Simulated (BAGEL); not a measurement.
# triplet BHF2 at 4 levels

Aim: a comparison of 4 runs (UHF/STO-3G, ROHF/6-31G*, ROHF/def2-TZVPP, UHF/def2-TZVPP) of triplet BHF2. 

Program for the calculation: BAGEL 1.2.2.

## (1) The molecule

BHF2 has 4 atoms, charge 0, and is taken as a triplet. As SMILES of the parent species, `FBF`. Geometry: relaxed at PBE0-D4/def2-TZVP. That shape belongs to the parent species and isn't relaxed for this state.

Bond lengths: F1–B2 1.313 Å, B2–F3 1.313 Å, B2–H4 1.191 Å. Angles: F1–B2–F3 118.1°, F1–B2–H4 121.0°, F3–B2–H4 121.0°.

## (2) The energy at UHF/STO-3G (density fitting with qzvpp-jkfit) (run 1)

File hf.json:

```json
{ "bagel": [

{
  "title": "molecule",
  "basis": "sto-3g",
  "df_basis": "qzvpp-jkfit",
  "angstrom": "true",
  "geometry": [
    { "atom": "F", "xyz": [    1.154300,    0.456900,   -0.361900 ] },
    { "atom": "B", "xyz": [   -0.001900,   -0.031000,    0.025200 ] },
    { "atom": "F", "xyz": [   -1.095400,    0.528700,   -0.438900 ] },
    { "atom": "H", "xyz": [   -0.057000,   -0.954600,    0.775600 ] }
  ]
},
{ "title": "uhf", "nopen": 2 },
{ "title": "print", "file": "orbitals.molden", "orbitals": "true" }

]}
```

Command:

```
$ BAGEL_NUM_THREADS=1 BAGEL hf.json > hf.out
```

Log:

```text
* using 1 threads per process

  ===============================================================
  ===============================================================

  *** Geometry ***

  { "atom" : "F", "xyz" : [      2.181311,      0.863416,     -0.683892 ] },
  { "atom" : "B", "xyz" : [     -0.003590,     -0.058582,      0.047621 ] },
  { "atom" : "F", "xyz" : [     -2.070006,      0.999098,     -0.829401 ] },
  { "atom" : "H", "xyz" : [     -0.107714,     -1.803933,      1.465672 ] },

  Number of auxiliary basis functions:      247

  Since a DF basis is specified, we compute 2- and 3-index integrals:
    o Being stored without compression. Storage requirement is 0.001 GB

  Number of basis functions:       16
  Number of electrons      :       24

    * METHOD: MOLECULE                             0.04

  *** Open-shell HF ***

  === Nuclear Repulsion ===
    61.8885547595

      * DIIS with orbital gradients will be used.

  === UHF iteration (sto-3g) ===
      0       -220.77183777          0.03991433           0.00
      1       -220.81557006          0.00938648           0.00
      2       -220.81885506          0.00272549           0.00
[... 17 lines of this table left out ...]
     20       -220.82013191          0.00000001           0.00
    * SCF iteration converged.

    * S^2 (UHF) is 2.0181

    * Permanent dipole moment:
           (    0.011126,     0.179335,    -0.145674) a.u.

    * METHOD: UHF                                  0.12

    * METHOD: PRINT                                0.00

  ===============================================================
```

Run time: 0.28 s. Hardware: 1 thread of Arm Neoverse V1, shared host.

## (3) The energy at ROHF/6-31G(d) (density fitting with qzvpp-jkfit, spherical functions) (run 2)

File input.json:

```json
{ "bagel" : [

{
  "title" : "molecule",
  "basis" : "6-31gs.json",
  "df_basis" : "qzvpp-jkfit",
  "angstrom" : true,
  "geometry" : [
    { "atom" : "F", "xyz" : [       1.154300,       0.456900,      -0.361900 ] },
    { "atom" : "B", "xyz" : [      -0.001900,      -0.031000,       0.025200 ] },
    { "atom" : "F", "xyz" : [      -1.095400,       0.528700,      -0.438900 ] },
    { "atom" : "H", "xyz" : [      -0.057000,      -0.954600,       0.775600 ] }
  ]
},

{ "title" : "rohf", "nopen" : 2 },

{ "title" : "print", "file" : "orbitals.molden", "orbitals" : true }

]}
```

The basis set 6-31G* is read from a file made from the Basis Set Exchange's data (not shown).

Command:

```
$ BAGEL_NUM_THREADS=1 BAGEL input.json > input.out
```

Log:

```text
* using 1 threads per process

  ===============================================================
  ===============================================================

  *** Geometry ***

  { "atom" : "F", "xyz" : [      2.181311,      0.863416,     -0.683892 ] },
  { "atom" : "B", "xyz" : [     -0.003590,     -0.058582,      0.047621 ] },
  { "atom" : "F", "xyz" : [     -2.070006,      0.999098,     -0.829401 ] },
  { "atom" : "H", "xyz" : [     -0.107714,     -1.803933,      1.465672 ] },

  Number of auxiliary basis functions:      247

  Since a DF basis is specified, we compute 2- and 3-index integrals:
    o Being stored without compression. Storage requirement is 0.004 GB

  Number of basis functions:       44
  Number of electrons      :       24

    * METHOD: MOLECULE                             0.05

  *** Open-shell HF ***

  === Nuclear Repulsion ===
    61.8885547595

      * DIIS with orbital gradients will be used.

  === ROHF iteration (6-31gs.json) ===
      0       -223.77400575          0.06115621           0.02
      1       -223.87347127          0.04252679           0.02
      2       -223.90965715          0.02696217           0.02
[... 11 lines of this table left out ...]
     14       -223.93648763          0.00000001           0.02
    * SCF iteration converged.

    * S^2 (ROHF) is 2.0000

    * Permanent dipole moment:
           (    0.066973,     1.118783,    -0.908918) a.u.

    * METHOD: ROHF                                 0.30

    * METHOD: PRINT                                0.01

  ===============================================================
```

Run time: 0.48 s. Hardware: 1 thread of Arm Neoverse V1, shared host.

Run 3 isn't shown in full; the table further down has it.

## (4) The energy at UHF/def2-TZVPP (density fitting with qzvpp-jkfit) (run 4)

File calc.json:

```json
{ "bagel" : [

{
  "title" : "molecule",
  "basis" : "tzvpp",
  "df_basis" : "qzvpp-jkfit",
  "angstrom" : true,
  "geometry" : [
    { "atom" : "F", "xyz" : [       1.154300,       0.456900,      -0.361900 ] },
    { "atom" : "B", "xyz" : [      -0.001900,      -0.031000,       0.025200 ] },
    { "atom" : "F", "xyz" : [      -1.095400,       0.528700,      -0.438900 ] },
    { "atom" : "H", "xyz" : [      -0.057000,      -0.954600,       0.775600 ] }
  ]
},

{
  "title" : "uhf",
  "nopen" : 2
},

{
  "title" : "print",
  "file" : "orbitals.molden",
  "orbitals" : true
}

]}
```

Command:

```
$ BAGEL_NUM_THREADS=1 BAGEL calc.json > calc.out
```

Log:

```text
* using 1 threads per process

  ===============================================================
  ===============================================================

  *** Geometry ***

  { "atom" : "F", "xyz" : [      2.181311,      0.863416,     -0.683892 ] },
  { "atom" : "B", "xyz" : [     -0.003590,     -0.058582,      0.047621 ] },
  { "atom" : "F", "xyz" : [     -2.070006,      0.999098,     -0.829401 ] },
  { "atom" : "H", "xyz" : [     -0.107714,     -1.803933,      1.465672 ] },

  Number of auxiliary basis functions:      247

  Since a DF basis is specified, we compute 2- and 3-index integrals:
    o Being stored without compression. Storage requirement is 0.023 GB

  Number of basis functions:      107
  Number of electrons      :       24

    * METHOD: MOLECULE                             0.10

  *** Open-shell HF ***

  === Nuclear Repulsion ===
    61.8885547595

      * DIIS with orbital gradients will be used.

  === UHF iteration (tzvpp) ===
      0       -223.82769746          0.04709588           0.05
      1       -223.96571094          0.03454606           0.06
      2       -224.02427088          0.02274571           0.06
[... 13 lines of this table left out ...]
     16       -224.06929549          0.00000001           0.05
    * SCF iteration converged.

    * S^2 (UHF) is 2.0055

    * Permanent dipole moment:
           (    0.056588,     0.944725,    -0.767508) a.u.

    * METHOD: UHF                                  1.04

    * METHOD: PRINT                                0.03

  ===============================================================
```

Wall time 1.3 s (1 thread of Arm Neoverse V1, shared host).

## (5) Overview of the runs

```csv
run,level,energy (Eh),dipole moment (D),⟨S²⟩,wall time
1,UHF/STO-3G (density fitting with qzvpp-jkfit),-220.820132,0.59,2.018,0.28 s
2,"ROHF/6-31G* (density fitting with qzvpp-jkfit, spherical functions)",-223.936488,3.67,2.000,0.48 s
3,ROHF/def2-TZVPP (density fitting with qzvpp-jkfit),-224.066998,3.15,2.000,1.3 s
4,UHF/def2-TZVPP (density fitting with qzvpp-jkfit),-224.069295,3.10,2.006,1.3 s
```

## (6) Outcome

```
            quantity          value
 run 4: total energy  -224.06930 Eh
run 4: dipole moment         3.10 D
         run 4: ⟨S²⟩          2.006
```

The dipole moment (its size) runs from 0.59 D (UHF/STO-3G) to 3.67 D (ROHF/6-31G*). The two ends differ in method and basis. In run 1 the basis is minimal, so the values are rough. All runs together took 3.3 s, the longest 1.3 s.
